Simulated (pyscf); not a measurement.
This saddle point was located with ωB97X-D3(BJ)/def2-SVP in PySCF.

```
Si
C 1 1.8488
H 2 1.0982 1 110.00
H 2 1.0997 3 111.60 1 -121.61
H 2 1.1014 3 108.18 4 -119.77
H 1 1.6912 2 124.04 3 116.24
H 6 0.9146 1 82.51 2 -76.60
Cl 7 1.6869 6 156.81 1 0.64
Cl 1 2.0367 6 110.99 7 85.04
Cl 1 2.1015 6 80.81 7 -175.44
```
Charge 0, spin multiplicity 1.

Surface: singlet, charge 0. Lowest wavenumbers (cm⁻¹): 889i, 101, 153, 158, 194.

### Question
Name the species on either side of this saddle.

### Answer
`[CH3][Si]([Cl])([Cl])[Cl]` + `[H][H]` <-> `[CH3][SiH]([Cl])[Cl]` + `[ClH]`, a four-centre exchange read from left to right: Cl–Si, H–H broken and H–Si, Cl–H formed. At ωB97M-D3(BJ)/def2-TZVP it lies +55.9 kcal/mol from the left side and +36.7 kcal/mol from the right (each side as separated species at their lowest minima found). One saddle was located; it need not be the lowest between these sides.
